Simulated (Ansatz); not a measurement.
**C2H3 (doublet): the correlation ladder at distance C1–H3 = 2.509 Å, cc-pVDZ**

Aim: climb from Hartree-Fock through coupled cluster and multireference methods for C2H3 (doublet) at one geometry and basis, and see what each rung misses.

The runs use Ansatz 0.2.0, Gaussian basis; cc-pVDZ, core rule «outside noble gas», up to 2 orbitals frozen.

The runs, in order: UHF; CCSD(T) on ROHF; CCSD(T) on UHF; BCCD(T) on ROHF; CISD; CCSDT(Q) on ROHF; CCSDT(Q) on UHF; CASSCF and MRCISD+Q, 3 electrons in 3 orbitals; CASSCF and NEVPT2, 3 electrons in 3 orbitals.

23 further runs of the same task are left out: 1 for a mislabelled method, 18 that didn't finish, 4 set aside as unsound or not needed.

### Step 1. What is computed

The geometry derives from a PBE0/def2-TZVP stationary point (not a proven minimum). One bond is set to the value named and the two fragments are kept rigid.

5 atoms, charge 0, spin multiplicity 2.

Atoms are counted from 1 here; the program's logs count them from 0.

Bond lengths: C1–C2 1.428 Å, C1–H4 1.099 Å, C1–H5 1.099 Å. Angles: C2–C1–H4 118.1°, C2–C1–H5 118.1°, H4–C1–H5 112.4°.

As a file:

```xyz
5
charge 0, multiplicity 2
C    -0.06348    0.00000    0.59388
C    -0.07715    0.00000   -0.83379
H     2.44524   -0.00001    0.63081
H    -0.38470    0.91293    1.11404
H    -0.38471   -0.91292    1.11404
```

### Step 2. UHF

The input, in.yaml:

```yaml
crystal:
  periodic: [false, false, false]
  atoms:
    - {symbol: C, position_ang: [-0.063483, 0.000000, 0.593876]}
    - {symbol: C, position_ang: [-0.077153, 0.000000, -0.833795]}
    - {symbol: H, position_ang: [2.445245, -0.000008, 0.630811]}
    - {symbol: H, position_ang: [-0.384704, 0.912927, 1.114042]}
    - {symbol: H, position_ang: [-0.384710, -0.912924, 1.114042]}
basis:
  gaussian: {orbitals: cc-pVDZ}
magnetization: {spin_polarized: true, initial_magnetization: 1}
hamiltonian: {xc: hf}
output: {orbitals: {seedname: orbitals}}
```

Run with:

```bash
$ ansatz run in.yaml --threads 1 --pin off --events-out ev --progress --plain --max-ram 2393MiB
```

After this run come: CCSD(T) on ROHF; CCSD(T) on UHF; BCCD(T) on ROHF; CISD; CCSDT(Q) on ROHF; CCSDT(Q) on UHF; CASSCF and MRCISD+Q, 3 electrons in 3 orbitals; CASSCF and NEVPT2, 3 electrons in 3 orbitals.

Q: Predict the results of all the runs planned. Wanted: UCCSDT(Q) below the RHF energy; RMP2 from UCCSDT(Q); UMP2 from UCCSDT(Q); RCCSD from UCCSDT(Q); RCCSD(T) from UCCSDT(Q); UCCSD(T) from UCCSDT(Q); RCCSDT(Q) from UCCSDT(Q); NEVPT2 pair from UCCSDT(Q); MRCISD+Q pair from UCCSDT(Q).

The runs gave:

| quantity | value |
| --- | --- |
| UCCSDT(Q) below the RHF energy | -7.8248 eV |
| RMP2 from UCCSDT(Q) | +1237.6 meV |
| UMP2 from UCCSDT(Q) | +1862.4 meV |
| RCCSD from UCCSDT(Q) | +364.8 meV |
| RCCSD(T) from UCCSDT(Q) | +54.7 meV |
| UCCSD(T) from UCCSDT(Q) | +83.4 meV |
| RCCSDT(Q) from UCCSDT(Q) | +2.8 meV |
| NEVPT2 pair from UCCSDT(Q) | +1165.0 meV |
| MRCISD+Q pair from UCCSDT(Q) | +113.5 meV |
| levels within 1 kcal/mol (43 meV) | RCCSDT, UCCSDT, RCCSDT(Q) |
| T1 diagnostic | 0.019 |

What this shows: RCCSD(T) lands +54.7 meV from the yardstick (0.7 % of the correlation energy). CCSD(T) misses by +54.7 meV on the restricted determinant and by +83.4 meV on the unrestricted one; the two need not hold the same state or core. Of the multireference levels listed MRCISD+Q pair comes nearest in total energy (+113.5 meV), which doesn't show that its space is the better one. These misses are within one basis, not against nature; the frozen cores of restricted and unrestricted runs differ, which can shift their rows.
